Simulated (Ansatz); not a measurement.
CN, SMILES [C]#N (connectivity only; charge and spin as stated), charge -1, multiplicity 1.

Geometry: B3LYP-D3(BJ)/def2-TZVPD.

Two levels are set side by side: PBE/def2-TZVPD (Ansatz, a quantum-chemistry and plane-wave program) and ωB97X-V/def2-TZVPD (Ansatz). Energy differences of separate SCF runs at the same geometry; the states with an electron removed or added have multiplicity 2. Differences are taken from unrounded values.

```csv
quantity,ωB97X-V,PBE,PBE minus ωB97X-V
vertical ionisation energy (eV),4.10,3.71,-0.39
vertical singlet–triplet gap (eV),6.13,5.45,-0.68
```
